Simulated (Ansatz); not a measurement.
Predict the output of the script below (Ansatz's Python interface).

Script `c4h8_conformers.py`:
```python
'''Rank force-field conformers of C4H8 by single points.'''

import ansatz as az
from rdkit import Chem
from rdkit.Chem import AllChem

config = {
    'basis': 'def2-SVP',
    'functional': 'r2SCAN',
}

rd = Chem.AddHs(Chem.MolFromSmiles('CC=CC'))
ids = list(AllChem.EmbedMultipleConfs(rd, numConfs=20, randomSeed=986, pruneRmsThresh=0.4))
field = [energy for _, energy in AllChem.MMFFOptimizeMoleculeConfs(rd)]
distinct = {round(e, 2): i for i, e in zip(ids, field)}
chosen = sorted(distinct.items())[:4]
found = []
for force_field, index in chosen:
    molecule = az.Crystal.molecule()
    for atom, xyz in zip(rd.GetAtoms(), rd.GetConformer(index).GetPositions()):
        molecule = molecule.atom(atom.GetSymbol(), xyz.round(5).tolist())
    calculation = molecule.calculation()
    calculation = calculation.basis(gaussian=config['basis'])
    calculation = calculation.functional(config['functional'])
    found.append(calculation.run(threads=1).report['free_energy_ev'])
print('conformer   MMFF (kcal/mol)   this level (eV)')
for (force_field, index), e in zip(chosen, found):
    print(f'{index:9d} {force_field - chosen[0][0]:17.2f} {(e - min(found)):17.3f}')
```

Output of `python c4h8_conformers.py`:
```text
conformer   MMFF (kcal/mol)   this level (eV)
        0              0.00             0.000
        1              1.35             0.032
```

The conformers keep their force-field geometries. It ran for 3.7 s on 1 thread of Intel(R) Xeon(R) 6975P-C (Granite Rapids) (shared host), peak memory 0.26 GiB.
